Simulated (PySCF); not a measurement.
**What PySCF settings do for BP⁺**

Base input, run as `OMP_NUM_THREADS=1 python input.py` with PySCF 2.14:

```python
from pyscf import gto, dft

mol = gto.M(
    atom='B 0 0 0; P 0 0 1.98',
    basis='3-21g',
    charge=1,
    spin=3,
    symmetry=True,
    verbose=4,
)
mf = dft.ROKS(mol, xc='pbe')
mf.kernel()
mf.analyze()
print('orbital energies (hartree):', mf.mo_energy[..., max(0, mol.nelec[1]-3):mol.nelec[0]+3].round(4))
```

Base result: E(SCF) = -363.607956 Eh, 9 cycles. The basis is very small, so the numbers show the basis as much as the system. The bond length is a typed value, not an optimised one. The dipole of an ion depends on the origin. No search for the lowest solution was made.

It ran on Intel Xeon Platinum 8488C (1 thread, shared host) in 2 s, peak memory 0.15 GiB.

Each row names what differs from the base; energies in brackets are changes from the base.

| change | result | wall time (s) |
| --- | --- | --- |
| geometry: bond 1.98 → bond 0.3 [unsound on purpose] | not converged: SCF after 50 cycles | 4 |
| length unit: angstrom → bohr [unsound on purpose] | not converged: SCF after 50 cycles | 4 |
| functional: pbe → hse06 | E(SCF) = -363.661395 Eh, 9 cycles | 2.5 |
| basis set: 3-21g → pcseg-1 | E(SCF) = -365.475893 Eh (-50.8292 eV), 9 cycles | 2.9 |
| geometry: bond 1.98 → bond 1.584 | E(SCF) = -363.552778 Eh (+1.5015 eV), 8 cycles | 1.5 |
| step after the SCF: analyze → eomee; SCF type: ROKS → ROHF; functional: pbe → none (Hartree–Fock); frozen orbitals: default → 6; number of roots: default → 3 | E(SCF) = -363.119394 Eh, 11 cycles, E(CCSD) − E(SCF) = -0.08618 Eh, excitation roots 0.000, 0.787, 1.201 eV | 2.1 |
| geometry: bond 1.98 → bond 1.841 | E(SCF) = -363.605767 Eh (+0.0596 eV), 8 cycles | 2 |
| geometry: bond 1.98 → bond 5.94 [stretched restricted solution, likely unstable] | not converged: SCF after 50 cycles | 4.4 |
| basis set: 3-21g → tzvp-def2 [unsound on purpose] | stops with BasisNotFoundError (tzvp-def2) | 0.76 |
| initial guess: minao → atom | E(SCF) = -363.607956 Eh (+0.0000 eV), 8 cycles | 1.5 |
| basis set: 3-21g → jorge-dzp | E(SCF) = -365.501760 Eh (-51.5330 eV), 10 cycles | 3.2 |
| functional: pbe → x3lyp | E(SCF) = -363.771833 Eh, 9 cycles | 1.9 |
| geometry: bond 1.98 → bond 1.742 | E(SCF) = -363.595942 Eh (+0.3269 eV), 8 cycles | 1.5 |
| geometry: bond 1.98 → bond 2.475 | E(SCF) = -363.586604 Eh (+0.5810 eV), 11 cycles | 1.9 |
| functional: pbe → b3pw91 | E(SCF) = -363.760343 Eh, 9 cycles | 1.7 |
| density fitting: none → weigend | E(SCF) = -363.608297 Eh (-0.0093 eV), 9 cycles | 1.8 |
| functional: pbe → tpssh | E(SCF) = -363.833869 Eh, 9 cycles | 2.7 |
| spin (2S): 3 → 5 | not converged: SCF after 50 cycles | 4.6 |
| step after the SCF: analyze → tddft; SCF type: ROKS → UKS; number of roots: default → 8 | E(SCF) = -363.608467 Eh (-0.0139 eV), 9 cycles, ⟨S²⟩ = 3.752, first excitations without spin–orbit coupling 2.99, 2.99, 3.58, 3.58, 3.73 eV | 4.9 |
| PCM solvent, dielectric constant: none → 32.6 | E(SCF) = -363.710030 Eh (-2.7776 eV), 9 cycles | 2 |
| geometry: bond 1.98 → bond 2.97 [stretched restricted solution, likely unstable] | E(SCF) = -363.568523 Eh (+1.0730 eV), 14 cycles | 2.1 |
| spin-free X2C: off → on [basis contracted without relativity] | E(SCF) = -364.306331 Eh, 9 cycles | 1.9 |

Order these changes by how far they move the SCF energy from the base, largest first: (1) PCM solvent, dielectric constant: none → 32.6; (2) geometry: bond 1.98 → bond 1.584; (3) geometry: bond 1.98 → bond 2.475; (4) geometry: bond 1.98 → bond 2.97.

(1) -2.7776 eV, (2) +1.5015 eV, (4) +1.0730 eV, (3) +0.5810 eV.
